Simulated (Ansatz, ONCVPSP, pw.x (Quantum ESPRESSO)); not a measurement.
# Equation-of-state test of one ONCV potential (Ba)

```json
{
  "Element": "Ba (Z = 56)",
  "Generator": "ONCVPSP 4.0.1",
  "Type": "optimised norm-conserving Vanderbilt (ONCV)",
  "Functional": "LDA (Perdew-Wang 92)",
  "Relativity": "scalar-relativistic",
  "Frozen core": "[Kr] 4d10",
  "Valence charge": "10",
  "Reference configuration": "5s2 5p6 6s1.5 (charge +0.5)",
  "Partial waves": "5s+6s: rc 2.45 bohr, ncon 3, nbas 6, qcut 3.8 1/bohr, 2 projectors; 5p: rc 2.85 bohr, ncon 4, nbas 7, qcut 5 1/bohr, 1 projector; d scattering state at 0.04 Ha: rc 2.25 bohr, ncon 5, nbas 10, qcut 4.3 1/bohr, 1 projector",
  "Local potential": "polynomial inside 1.85 bohr (lpopt 5, dvloc0 1 Ha)",
  "Core correction": "none"
}
```

In the d channel the program set the typed energies aside and used 0.050 Ha.

Atomic tests: cutoffs needed: 5.5 Ha and 7.8 Ha (the cutoffs (Ha) at which the residual kinetic energy of the hardest occupied pseudo-wave falls to 1 and 0.1 mHa per electron); ghost test: no bound ghost flagged; GHOST(+) flagged for s at 66.2 eV; largest excitation error: +5.8 meV (all-electron minus pseudo) for 5s2 5p6 5d1 6s1, out of 4 test configurations.

Crystal test: fcc Ba in pw.x 7.5, no spin, 10³ k-points, Fermi–Dirac smearing 0.01 Ry, cutoffs 35/140 Ry. The reference is all-electron LAPW (Ansatz 0.2.0) with the same functional, mesh and smearing; V0 and B0 come from Birch–Murnaghan fits to the pressures at five volumes. Errors are pseudo minus all-electron; Δ is the rms difference of the E(V) curves that follow from these fits, minima aligned, over ±6 % about the mean V0. Mesh and smearing are coarse, so the numbers serve the comparison and aren't converged zero-temperature values; the lattice is a test structure that the element need not adopt.

All-electron: a0 = 5.994 Å (V0 = 53.84 Å³/atom), B0 = 9.0 GPa.

**Question.** How far does the potential miss the all-electron equation of state?

**Answer.** mean pressure error (GPa): -0.03; a0 (Å): 5.987; a0 error (%): -0.11; B0 error (%): +3.5; Δ (meV/atom): 0.4.

| V (Å³/atom) | P all-electron (GPa) | P pseudo (GPa) |
| --- | --- | --- |
| 51.168 | 0.48 | 0.47 |
| 52.514 | 0.23 | 0.20 |
| 53.861 | -0.00 | -0.03 |
| 55.208 | -0.22 | -0.26 |
| 56.554 | -0.42 | -0.46 |

**Question.** At the middle volume, how do free energy and pressure move when the wave cutoff is lowered (ecutrho kept at four times it)?

**Answer.**

```csv
cutoff (Ry),shift of F (meV/atom),shift of P (GPa)
16,+15.5,-0.12
21,+3.7,-0.03
28,+1.7,+0.00
```

Input at the middle volume:

```
&control
  calculation='scf', prefix='x', pseudo_dir='./', outdir='./tmp', tstress=.true., disk_io='low'
/
&system
  ibrav=0, nat=1, ntyp=1, ecutwfc=35, ecutrho=140, nbnd=12,
  occupations='smearing', smearing='fd', degauss=0.01
/
&electrons
  conv_thr=1e-09, mixing_beta=0.4, electron_maxstep=70
/
ATOMIC_SPECIES
Ba 1.0 Ba.UPF
CELL_PARAMETERS angstrom
  0.00000000 2.99742371 2.99742371
  2.99742371 0.00000000 2.99742371
  2.99742371 2.99742371 0.00000000
ATOMIC_POSITIONS crystal
Ba 0.0000 0.0000 0.0000
K_POINTS automatic
10 10 10 0 0 0
```

```bash
pw.x < Ba.scf.in > Ba.scf.out
```

Lines of the output:

```
Message from routine setup:
     using ibrav=0 with symmetry is DISCOURAGED, use correct ibrav instead
     lattice parameter (alat)  =       8.0105  a.u.
     unit-cell volume          =     363.4720 (a.u.)^3
     number of electrons       =        10.00
     number of Kohn-Sham states=           12
     kinetic-energy cutoff     =      35.0000  Ry
     charge density cutoff     =     140.0000  Ry
     scf convergence threshold =      1.0E-09
     Exchange-correlation= SLA  PW   NOGX NOGC
     number of k points=    47  Fermi-Dirac smearing, width (Ry)=  0.0100
     iteration #  1     ecut=    35.00 Ry     beta= 0.40
     total energy              =     -51.86436573 Ry
     estimated scf accuracy    <       0.09240293 Ry
     iteration #  2     ecut=    35.00 Ry     beta= 0.40
     total energy              =     -51.86626051 Ry
     estimated scf accuracy    <       0.00970456 Ry
     iteration #  3     ecut=    35.00 Ry     beta= 0.40
     total energy              =     -51.86842996 Ry
     estimated scf accuracy    <       0.00012377 Ry
     iteration #  4     ecut=    35.00 Ry     beta= 0.40
     total energy              =     -51.86843257 Ry
     estimated scf accuracy    <       0.00001350 Ry
     iteration #  5     ecut=    35.00 Ry     beta= 0.40
     total energy              =     -51.86843316 Ry
     estimated scf accuracy    <       0.00000038 Ry
     iteration #  6     ecut=    35.00 Ry     beta= 0.40
     total energy              =     -51.86843312 Ry
     estimated scf accuracy    <       0.00000040 Ry
     iteration #  7     ecut=    35.00 Ry     beta= 0.40
     total energy              =     -51.86843322 Ry
     estimated scf accuracy    <          4.8E-09 Ry
     iteration #  8     ecut=    35.00 Ry     beta= 0.40
     total energy              =     -51.86843322 Ry
     estimated scf accuracy    <          2.3E-09 Ry
     iteration #  9     ecut=    35.00 Ry     beta= 0.40
     the Fermi energy is     6.7520 ev
!    total energy              =     -51.86843322 Ry
     estimated scf accuracy    <          1.2E-11 Ry
     smearing contrib. (-TS)   =      -0.00737400 Ry
     The total energy is F=E-TS. E is the sum of the following terms:
     one-electron contribution =     -12.32734664 Ry
     hartree contribution      =       8.20950878 Ry
     xc contribution           =      -7.27172377 Ry
     ewald contribution        =     -40.47149759 Ry
     convergence has been achieved in   9 iterations
          total   stress  (Ry/bohr**3)                   (kbar)     P=       -0.35
```

The 8 pw.x runs together took about 37 s on one core of a shared server CPU.
